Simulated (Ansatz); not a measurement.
The first iterations of a band of BH5NSi (8 atoms, charge 0, multiplicity 2).

All numbers below come from Ansatz 0.2.0, UKS BHLYP/def2-SVP.

| Item | Value |
| --- | --- |
| movable images | 5 |
| climbing image | yes |
| spring | 2.0 to 10.0 eV/Å², energy-weighted |
| optimiser | quadratic models (default) |
| start path | through a guess of the saddle point |
| force threshold | 0.03 eV/Å |
| iteration limit | 60 |
| end points | relaxed |

Initial state:

```xyz
8
Properties=species:S:1:pos:R:3
B -0.463 1.048 -0.718
N -0.281 0.253 0.420
Si 0.259 -1.413 0.479
H -0.185 0.601 -1.798
H -0.894 2.163 -0.604
H -0.549 0.665 1.302
H 1.004 -1.710 -0.766
H 1.108 -1.607 1.684
```

Final state:

```xyz
8
Properties=species:S:1:pos:R:3
B -0.333 1.346 -1.045
N -0.072 0.321 -0.209
Si 0.257 -1.023 0.817
H -0.322 1.166 -2.239
H -0.576 2.441 -0.599
H -0.854 -1.224 1.772
H 0.385 -2.208 -0.062
H 1.515 -0.820 1.566
```

| iteration | highest image above the first end (eV) | largest band force component (eV/Å) |
| --- | --- | --- |
| 1 | 3.813 | 3.926 |
| 2 | 3.092 | 1.666 |
| 3 | 2.783 | 1.920 |
| 4 | 2.617 | 1.171 |
| 5 | 2.436 | 0.627 |
| 6 | 2.338 | 1.813 |
| 7 | 2.466 | 1.192 |

Q: Does the band converge within its limit, and where does its top end?

A: The forces met the threshold. It ended after 21 iterations with the highest image 2.431 eV above the first end. Neighbouring images differ by up to 1.3 eV, so the band resolves the path poorly. Another band between the same ends (5 images) ends at a top of the same energy, where a vibrational analysis finds 1 clearly imaginary mode.

Time of the run: 2.7 min on 2 threads of Intel(R) Xeon(R) Platinum 8488C (Sapphire Rapids), with other jobs on the host, peak memory 0.19 GiB.
